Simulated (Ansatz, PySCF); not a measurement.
This Ansatz (a first-principles code) input computes a r2SCAN/def2-TZVPD energy:

Ansatz 0.2 input:
```yaml
crystal:
  periodic: [false, false, false]
  atoms:
    - {symbol: Al, position_ang: [-0.00000000, 0.00000000, 0.00000000]}
    - {symbol: F, position_ang: [-0.00033933, 1.63398176, 0.02535082]}
    - {symbol: F, position_ang: [1.41503821, -0.81619414, -0.04509083]}
    - {symbol: F, position_ang: [-1.41469888, -0.81778762, 0.01974001]}
basis:
  gaussian:
    orbitals: def2-TZVPD
hamiltonian:
  xc: {name: r2SCAN}
output: {forces: true}
```

Q: Write an input for the same energy in PySCF and say what it gives.

A: 
```python
from pyscf import gto, scf, dft

mol = gto.M(
    atom='''
    Al   -0.00000000    0.00000000    0.00000000
    F    -0.00033933    1.63398176    0.02535082
    F     1.41503821   -0.81619414   -0.04509083
    F    -1.41469888   -0.81778762    0.01974001
    ''',
    basis='def2-tzvpd',
    charge=0,
    spin=0,
    verbose=4,
)

mf = dft.RKS(mol, xc='r2scan').density_fit(auxbasis='def2-universal-jkfit')
mf.grids.level = 4
mf.conv_tol = 1e-9
mf.max_cycle = 100
mf.max_memory = 1500
mf.kernel()
if not mf.converged:
    mf = mf.newton()
    mf.kernel(mf.make_rdm1())
mf.analyze()
```
It gives -542.19139 Eh, and Ansatz -542.19133 Eh, a difference of 0.06 mEh, from the treatment of integrals and grids.
